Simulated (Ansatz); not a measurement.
Solid iodine was calculated with G0W0@PBEsol (hard PAW, contour deformation; Ansatz, a program for electronic structure).

The same calculation (at the measured cell, 42.627 Å³/atom) with different numerical settings; throughout: k mesh 2×2×1:

```tsv
run	response cutoff (eV)	empty bands	quasiparticle gap on the mesh (eV)	quasiparticle gap at Γ (eV)	rough time
1	70	417	2.522	2.656	50 core-s
2	105	765	2.504	2.629	100 core-s
3	140	1178	2.490	2.611	6 core-min
4	175	1647	2.479	2.597	10 core-min
5	210	2165	2.470	2.586	30 core-min
6	280	3333	2.460	2.573	50 core-min
```

In the column quasiparticle gap at Γ (eV) the first row differs from the last by +0.083 and the next to last by +0.013.

The last row is no converged limit: other settings stay fixed.

Spin–orbit coupling is not included.
